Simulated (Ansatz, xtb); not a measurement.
Relative energy of two isomers of C3H4F−

Structure X is `[CH2-]/C=C\F`, a singlet and structure Y is `C=C([CH2-])F`, a singlet. Both are isolated ions in the gas phase, relaxed with r2SCAN-D4/def2-SVPD; the shapes shown needn't be the lowest conformers.

X (Å):

```csv
atom,x (Å),y (Å),z (Å)
C,0.0980,0.2978,2.0492
C,1.0698,1.2294,1.7017
C,2.3001,1.1135,1.0526
F,2.5403,-0.1277,0.3842
H,-0.7518,0.5874,2.6742
H,0.2036,-0.7592,1.7889
H,0.8983,2.2695,2.0301
H,2.6832,1.9326,0.4291
```

Y (Å):

```xyz
8

C    -0.1124    0.8079    1.1654
C     1.2528    1.0223    1.2894
C     2.2377    0.6052    2.1732
F     1.7609    1.8659    0.2744
H    -0.6157    0.1783    1.9038
H    -0.7148    1.4974    0.5685
H     3.2881    0.6602    1.8760
H     1.9606   -0.0606    2.9946
```

Estimate E(Y) − E(X) at the level CCSD(T)/def2-SVPD + ΔMP2/def2-TZVPPD.

Calculated at CCSD(T)/def2-SVPD + ΔMP2/def2-TZVPPD: E(Y) − E(X) = −9.3 kcal/mol, so structure Y lies lower.

How the difference moves with the method:

```tsv
level	geometry	E(Y) − E(X) (kcal/mol)	departure from the last row (kcal/mol)	job, with rough time for the two
GFN2-xTB	GFN2-xTB	−4.7	+4.6	optimisation, 0.13 s
HF/STO-3G	GFN2-xTB	−9.4	−0.2	single point, 0.32 s
r2SCAN-D4/def2-SVPD//GFN2-xTB	GFN2-xTB	−9.6	−0.3	single point, 5.6 s
r2SCAN-D4/def2-SVPD	r2SCAN-D4/def2-SVPD	−9.4	−0.2	optimisation, 70 s
HF/def2-SVPD	r2SCAN-D4/def2-SVPD	−10.0	−0.8	part of the CCSD(T) run
MP2/def2-SVPD	r2SCAN-D4/def2-SVPD	−10.0	−0.8	part of the CCSD(T) run
CCSD(T)/def2-SVPD	r2SCAN-D4/def2-SVPD	−8.7	+0.6	single point
CCSD(T)/def2-SVPD + ΔMP2/def2-TZVPPD	r2SCAN-D4/def2-SVPD	−9.3		single point, 51 s
```

As drawn, both hold the same kinds of bond in the same numbers.

The levels shown agree on the order. The largest departure from CCSD(T)/def2-SVPD + ΔMP2/def2-TZVPPD is that of GFN2-xTB, 4.6 kcal/mol. The last row adds to CCSD(T) the change of the MP2 difference between the two basis sets, here −0.6 kcal/mol.

With harmonic frequencies from r2SCAN-D4/def2-SVPD (ideal gas, rigid rotor, one conformer each, 298.15 K, 1 atm): the zero-point term adds −0.8 kcal/mol; ΔH is −9.8 and ΔG −9.7 kcal/mol.

The correlated steps freeze 4 core orbitals. Programs: Ansatz 0.2.0, xtb 6.7.1; the last row on 2 threads of Arm Neoverse N1 on a shared host.
